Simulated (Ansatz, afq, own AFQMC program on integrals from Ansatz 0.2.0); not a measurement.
Integrals from Ansatz 0.2.0, then the random walk in our own AFQMC program (afq).

```yaml
crystal:
  periodic: [false, false, false]
  atoms:
    - {symbol: Ge, position_ang: [0.000000, 0.000000, 0.282333]}
    - {symbol: B, position_ang: [0.000000, 0.000000, -1.691224]}
    - {symbol: H, position_ang: [0.000000, 1.255258, 1.166980]}
    - {symbol: H, position_ang: [0.000000, -1.255258, 1.166980]}
    - {symbol: H, position_ang: [0.000000, 1.042369, -2.270633]}
    - {symbol: H, position_ang: [0.000000, -1.042369, -2.270633]}
basis:
  gaussian: {orbitals: 6-31G}
magnetization: {spin_polarized: false, initial_magnetization: 1}
correlation: {method: ccsd_t, electrons: outside_noble_gas, hamiltonian_folder: ham}
```

```sh
$ ansatz run in.yaml --threads 1 --pin off --events-out ev --progress --plain --max-ram 24576MiB --backend cuda --devices 0, --max-vram 18GiB
```

afq runs on the folder ham with

```
--method phaseless --trial cisd --walkers 4000 --populations 20 --least-time 60 --time-step 0.005 --steps-per-block 50 --equilibration-blocks 28 --max-blocks 4000 --target-error 0.0002 --factor-cut 1e-05 --start spin_pure --seed 2625 --release-times 0.24,0.51,0.99,1.62,2.4 --release-step 0.03 --release-every 3 --taylor-order 6
```

Times are imaginary, in 1/Eh. The walk had a cap of 122 s. With eight or more populations the least sampling time is a fifth of least-time, and the error comes from their spread. Filled inner d shells are frozen with the cores.

afq prints:

```
orbitals 31  electrons 6 5  factors 260 of 504
reference energy -2101.95737757 Eh
CCSD correlation -0.13115317 Eh in 11 cycles, weight of the determinant in the CISD state 0.9107
energy of the start -2102.088531 Eh
 block  time / (1/Eh)  mean weight  energy / Eh
     1     0.250  1.0000  -2102.087190
     2     0.500  0.9999  -2102.087534
     3     0.750  1.0001  -2102.088252
     4     1.000  0.9999  -2102.088838
     5     1.250  1.0000  -2102.089608
     8     2.000  1.0002  -2102.091184
    11     2.750  1.0002  -2102.091340
    14     3.500  1.0001  -2102.091424
    17     4.250  1.0001  -2102.091699
    20     5.000  1.0000  -2102.091823
    23     5.750  0.9999  -2102.091836
    26     6.500  1.0000  -2102.091986
    29     7.250  1.0000  -2102.091590
    32     8.000  1.0000  -2102.091602
    35     8.750  1.0000  -2102.091545
    38     9.500  0.9998  -2102.091827
    41    10.250  1.0001  -2102.091819
    44    11.000  0.9999  -2102.091827
    47    11.750  1.0000  -2102.091840
    50    12.500  1.0001  -2102.091779
    53    13.250  0.9999  -2102.091671
    55    13.750  1.0002  -2102.092542
    56    14.000  1.0001  -2102.092212
    59    14.750  0.9999  -2102.091900
    62    15.500  1.0002  -2102.091501
    63    15.750  1.0001  -2102.091281
    65    16.250  1.0002  -2102.091617
    68    17.000  1.0001  -2102.091748
    71    17.750  0.9999  -2102.091825
    74    18.500  1.0001  -2102.091924
    77    19.250  1.0000  -2102.091837
    78    19.500  1.0001  -2102.092089
error from the spread of 20 populations
released: time / (1/Eh)  energy / Eh  error  mean overlap
  0.24  -2102.091900  0.000057  1.0005
  0.51  -2102.091734  0.000140  1.0036
  0.99  -2102.091997  0.000054  1.0026
  1.62  -2102.091972  0.000038  1.0088
  2.40  -2102.092066  0.000040  1.0096
energy -2102.091800 +/- 0.000075 Eh
(rows thinned)
```

The run passed its tests (sampling time, drift between the halves within three errors, error under three times the target), which doesn't prove that it has relaxed.

Against this walk (error 2.0 meV) on the same determinant: CCSD(T) 14.8 meV higher. The error is statistical and leaves out the bias of the constraint. Released to 2.40 1/Eh the energy lies 7.2 ± 2.3 meV (both errors) below the phaseless value, which shows part or all of the bias of the constraint, and CCSD(T) lies 22.0 meV above the released value.

Cautions: constraint bias not in the error; no relativity below Rb; no spin-orbit coupling; inner d shell frozen.

The walk took 28 s on 1 × NVIDIA H100 80GB HBM3 with 2 threads of AMD EPYC 7R13 Processor (Zen 3) (shared host) (the card was shared). The log's last line is the phaseless energy.

A walk keeps the symmetry of its determinant, which the program's search chose and which needn't be the lowest solution, so a lower state of the same spin and another symmetry isn't excluded.
